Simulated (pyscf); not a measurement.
**Substitution at O: `[OH][PH][OH]` + `[H]` [doublet] -> `[OH2]` + `[OH][PH]` [doublet]**

Gas phase, doublet surface, charge 0. Bonds broken: O1–P2. Bonds formed: O1–H7. Optimised with ωB97X-D3(BJ)/def2-SVP in PySCF. MP2 and CC: frozen core, UHF for open shells. ΔMP2 is the change of the MP2 total energy from the triple- to the quadruple-zeta basis.

Transition state (Å):

```xyz
7

O     -1.6434    -0.7307    -0.4103
P      0.0852    -0.0873    -0.8392
O      0.8715    -0.4281     0.5720
H     -1.7213    -1.6401    -0.7560
H     -0.4113     1.2200    -0.5379
H      0.4224    -0.0982     1.3607
H     -2.7363    -0.6175     0.2482
```

One imaginary mode, 1808i cm⁻¹; descent along it reached the two sides named, in the forms told below.

| bond | change | reactant side (Å) | saddle | product side |
|---|---|---|---|---|
| O1–P2 | breaks | 1.666 | 1.894 | 3.6 |
| O1–H7 | forms | 3.2 | 1.281 | 0.966 |

Electronic energies relative to the separated reactants (eV):

```json
[
 {"level": "ωB97X-D3(BJ)/def2-TZVP", "barrier": "1.00", "reaction energy": "-0.90", "reverse barrier": "1.90"},
 {"level": "PBE/def2-TZVP", "barrier": "0.45", "reaction energy": "-0.94", "reverse barrier": "1.39"},
 {"level": "r²SCAN/def2-TZVP", "barrier": "0.56", "reaction energy": "-0.98", "reverse barrier": "1.54"},
 {"level": "B3LYP-D3(BJ)/def2-TZVP", "barrier": "0.57", "reaction energy": "-1.05", "reverse barrier": "1.63"},
 {"level": "PBE0-D3(BJ)/def2-TZVP", "barrier": "0.72", "reaction energy": "-0.94", "reverse barrier": "1.65"},
 {"level": "M06-2X/def2-TZVP", "barrier": "0.90", "reaction energy": "-0.89", "reverse barrier": "1.79"},
 {"level": "ωB97M-D3(BJ)/def2-TZVP", "barrier": "0.88", "reaction energy": "-0.91", "reverse barrier": "1.79"},
 {"level": "HF/def2-TZVP", "barrier": "1.74", "reaction energy": "-0.91", "reverse barrier": "2.65"},
 {"level": "MP2/def2-QZVPP", "barrier": "1.13", "reaction energy": "-0.83", "reverse barrier": "1.96"},
 {"level": "CCSD/def2-TZVPP", "barrier": "1.04", "reaction energy": "-1.11", "reverse barrier": "2.15"},
 {"level": "CCSD(T)/def2-TZVPP", "barrier": "0.95", "reaction energy": "-1.06", "reverse barrier": "2.01"},
 {"level": "CCSD(T)/def2-TZVPP + ΔMP2(QZVPP)", "barrier": "0.95", "reaction energy": "-1.04", "reverse barrier": "1.98"}
]
```

With CCSD(T)/def2-TZVPP + ΔMP2(QZVPP) energies and thermal terms (ideal gas, 1 atm, RRHO with modes under 100 cm⁻¹ raised to 100, one conformer, R ln 2 for rigid chiral ones), in eV:

```
T (K)   ΔH‡   ΔG‡     ΔH     ΔG
-----  ----  ----  -----  -----
298    0.92  1.18  -0.90  -1.06
600    0.90  1.46  -0.94  -1.20
900    0.89  1.74  -1.00  -1.31
1200   0.88  2.02  -1.06  -1.41
```

On the product side the descent ends in a complex, 0.32 eV under the separated species and 2.22 eV under the saddle at ωB97X-D3(BJ)/def2-TZVP. The same reactants have a lower exit, to •O–PH–OH + H₂ (barrier +0.32 eV at ωB97M-D3(BJ), against +0.88 eV here). This is the saddle that the search found; another between the same sides may lie lower. The angle at the attacked O is 150°. The CCSD(T) − MP2 part came from Ansatz, without density fitting, on the same reference.
